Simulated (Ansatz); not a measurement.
**Litharge PbO: properties by level of theory**

Reference values: lattice constant a 3.975 Å (measured, room temperature, not corrected to a static lattice, our sources range from 3.964 to 3.975; as tabulated in Canepa et al. (2012), arXiv:1204.2842); lattice parameter c 5.023 Å (measured, room temperature, not corrected to a static lattice, our sources range from 4.995 to 5.023; as tabulated in Canepa et al. (2012), arXiv:1204.2842); formation enthalpy -1.137 eV/atom (measured, 298 K, no zero-point or thermal correction; as tabulated in Friedrich et al. (2018), arXiv:1811.08952).

| level (code) | lattice parameter a (Å) | lattice parameter c (Å) | formation enthalpy (eV/atom) |
|---|---|---|---|
| PBE (Ansatz) | 4.056 | 5.616 | -1.094 |
| PBE-D3(BJ) (Ansatz) | 4.034 | 4.994 | -1.114 |
| rVV10 (Ansatz) | 4.081 | 4.992 | -1.232 |

Differences from the reference values (errors of the level alone only where the reference is corrected to a static lattice):

```tsv
level	lattice constant a (%)	lattice parameter c (%)	formation enthalpy (eV/atom)
PBE	+2.04	+11.8	+0.043
PBE-D3(BJ)	+1.48	-0.58	+0.023
rVV10	+2.67	-0.62	-0.095
```

Nearest: lattice constant a, not ranked (reference at room or unstated temperature); lattice parameter c, not ranked (reference at room or unstated temperature); formation enthalpy, PBE-D3(BJ) or PBE.

Caveats: a distance lies near a switch of the dispersion term, which can move the cell (PBE-D3(BJ)); for a layered or molecular solid the relaxed cell lies over 5 % above the published volume, where the minimum can be shallow (PBE); the cell comes from a level without a dispersion term, which matters for the spacing of layers, chains or molecules (PBE). Ansatz's density-functional and Hartree–Fock values are scalar-relativistic unless marked +SOC, with PAW data made under PBE.

Differences are worked out from the printed values.

The computed numbers hold no vibrational or temperature effects.

Ansatz is an electronic-structure program.
